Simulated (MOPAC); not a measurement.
MOPAC input (PM7):

```
PM7 PRECISE GNORM=0.05 LET XYZ UHF MS=0.5 GEO-OK AUX(PRECISION=9) THREADS=1
C2H5

C    -0.02065591 1   -0.69117402 1    0.00191644 1
C     0.00318902 1    0.79171158 1   -0.00228017 1
H     0.99466639 1   -1.11708979 1    0.00736434 1
H    -0.52510368 1   -1.08729619 1    0.88639995 1
H    -0.51775387 1   -1.09242584 1   -0.88441419 1
H     0.07265744 1    1.34947244 1    0.92131550 1
H     0.08033507 1    1.34411399 1   -0.92848321 1
```

From the last part of the output:

```
                                                       MOPAC v23.2.5 Linux

          FINAL HEAT OF FORMATION =         15.85638 KCAL/MOL =      66.34309 KJ/MOL

          COSMO AREA              =         73.70 SQUARE ANGSTROMS
          COSMO VOLUME            =         55.34 CUBIC ANGSTROMS

          GRADIENT NORM           =          0.02499          =       0.00944 PER ATOM
          IONIZATION POTENTIAL    =          9.098131 EV
          ALPHA SOMO LUMO (EV)    =         -9.098  4.762
          BETA  SOMO LUMO (EV)    =        -12.128  0.882
          NO. OF ALPHA ELECTRONS  =          7
          NO. OF BETA  ELECTRONS  =          6
          MOLECULAR WEIGHT        =         29.0615         POINT GROUP:  Cs

          MOLECULAR DIMENSIONS (Angstroms)

            Atom       Atom       Distance
            H     6    H     5     3.07026
            H     7    H     4     2.91493
            H     3    H     5     1.49110

          SCF CALCULATIONS        =         12

   ATOM   CHEMICAL          X               Y               Z
  NUMBER   SYMBOL      (ANGSTROMS)     (ANGSTROMS)     (ANGSTROMS)

     1       C         -0.02349367  *  -0.67991723  *   0.00187278  *
     2       C          0.02606573  *   0.78230023  *  -0.00215877  *
     3       H          0.99847966  *  -1.10152413  *   0.00733484  *
     4       H         -0.53524648  *  -1.08430597  *   0.88790116  *
     5       H         -0.52788421  *  -1.08944452  *  -0.88601811  *
     6       H          0.04635663  *   1.33547869  *   0.90744689  *
     7       H          0.05391968  *   1.33019995  *  -0.91475075  *

                             CARTESIAN COORDINATES

   1    C       -0.023493672    -0.679917233     0.001872781
   2    C        0.026065734     0.782300227    -0.002158770
   3    H        0.998479661    -1.101524130     0.007334838
   4    H       -0.535246481    -1.084305969     0.887901157
   5    H       -0.527884207    -1.089444521    -0.886018106
   6    H        0.046356628     1.335478693     0.907446887
   7    H        0.053919683     1.330199949    -0.914750754

           Empirical Formula: C2 H5  =     7 atoms

      MOLECULAR POINT GROUP   :   Cs

          ALPHA EIGENVALUES
 -26.77071 -20.80869 -15.66878 -14.33312 -13.79451 -12.24303  -9.09813   4.76188
   5.48958   5.55518   6.44545   6.50877   6.84401

           BETA EIGENVALUES
 -26.57200 -20.49209 -15.50487 -13.91601 -13.58324 -12.12786   0.88220   5.08572
   5.52331   5.67588   6.61620   6.77114   6.90591

              NET ATOMIC CHARGES AND DIPOLE CONTRIBUTIONS

  ATOM NO.   TYPE          CHARGE      No. of ELECS.   s-Pop       p-Pop
    1          C          -0.436170        4.4362     1.04221     3.39396
    2          C          -0.292655        4.2927     1.11519     3.17747
    3          H           0.162013        0.8380     0.83799
    4          H           0.151132        0.8489     0.84887
    5          H           0.151132        0.8489     0.84887
    6          H           0.132274        0.8677     0.86773
    7          H           0.132274        0.8677     0.86773
 DIPOLE           X         Y         Z       TOTAL
 POINT-CHG.     0.082    -0.417     0.002     0.425
 HYBRID         0.011    -0.076     0.000     0.076
 SUM            0.092    -0.492     0.002     0.501

          ATOMIC ORBITAL ELECTRON POPULATIONS

     Atom    s        px        py        pz
    1  C   1.04221   1.16370   1.05297   1.17729
    2  C   1.11519   1.03968   1.01064   1.12714
    3  H   0.83799
    4  H   0.84887
    5  H   0.84887
    6  H   0.86773
    7  H   0.86773

                    (SZ)    =    0.500000
                    (S**2)  =    0.753232

          ATOMIC ORBITAL SPIN POPULATIONS

    Atom   Total    s     px     py     pz
         Atomic
    1  C -0.0440 -0.007 -0.004 -0.029 -0.005
    2  C  1.0394  0.026  0.949  0.033  0.032
    3  H  0.0416  0.042
    4  H  0.0111  0.011
    5  H  0.0111  0.011
    6  H -0.0296 -0.030
    7  H -0.0296 -0.030

 **********************
 *                    *
 * JOB ENDED NORMALLY *
 *                    *
 **********************

 == MOPAC DONE ==
```
